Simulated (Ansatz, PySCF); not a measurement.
CH6Si. Atoms are numbered in the order given.

```xyz
8

Si     0.0000     0.0000    -0.6340
C      0.0000     0.0000     1.2421
H      1.2024    -0.6942    -1.1564
H      0.0000     1.3884    -1.1564
H     -1.2024    -0.6942    -1.1564
H      0.0000    -1.0198     1.6311
H     -0.8832     0.5099     1.6311
H      0.8832     0.5099     1.6311
```

The structure is a stationary point at B3LYP-D3(BJ)/def2-TZVP. The isomer is the one that the SMILES or the coordinates give; other isomers of the formula were not compared.

Vertical ionisation energy (IE) and electron affinity (EA) in eV. Rows of orbital energies are one-electron estimates. Where ΔSCF, EOM or ADC give a negative EA the extra electron is unbound and the value depends on the basis.

```json
[
 {"level": "−ε(HOMO), −ε(LUMO), B3LYP/def2-TZVPD (PySCF)", "IE": "8.99", "EA": "0.06"},
 {"level": "−ε(HOMO), −ε(LUMO), PBE/def2-TZVPD (PySCF)", "IE": "7.90", "EA": "0.47"},
 {"level": "ΔSCF, PBE0/def2-TZVPD (Ansatz), final states of multiplicity 2 and 2", "IE": "11.54", "EA": "-1.32"},
 {"level": "ΔSCF, PBE/def2-TZVPD (Ansatz), final states of multiplicity 2 and 2", "IE": "11.26", "EA": "-1.20"}
]
```

Problem. What vertical singlet–triplet gap does ΔSCF give with PBE0/def2-TZVPD (Ansatz, a first-principles code) and with PBE/def2-TZVPD (Ansatz)? (An estimate is asked for; the answer gives what the named calculation found.)

Solution. 7.78 and 7.42 eV (triplet above singlet where positive).
